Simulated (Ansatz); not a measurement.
Corundum Cr2O3, treated with r²SCAN in Ansatz (plane waves, PAW).

Settings: plane-wave cutoff 560 eV, 8×8×8 k mesh, Fermi–Dirac smearing 0.01 eV, spin-polarised with opposed moments, scalar-relativistic PAW data made under PBE.

Properties against volume:

Shape and atoms are relaxed at each volume.

```
V (Å³/atom)  P (GPa)  direct gap at Γ (eV)  smallest gap on the k mesh (eV)   c (Å)
-----------  -------  --------------------  -------------------------------  ------
9.240          10.43                 2.920                            2.625  13.474
9.432           4.94                 2.902                            2.611  13.558
9.625           0.01                 2.879                            2.592  13.641
9.817          -4.43                 2.852                            2.571  13.725
10.010         -8.42                 2.823                            2.548  13.808
```

The fundamental gap (2.58 eV at the equilibrium volume, with added k points) lies elsewhere than Γ–Γ.

Measured, for comparison: band gap 3.3 ± 0.1 eV (temperature not stated, no zero-point or thermal correction, middle of the range; as tabulated in Medasani et al. (2019), arXiv:1904.04625).

Note: without U or exact exchange, gaps and moments of open d shells tend to come out too small; the bulk modulus comes from volumes at which shape and atoms were relaxed.

Ansatz is a program for electronic structure.
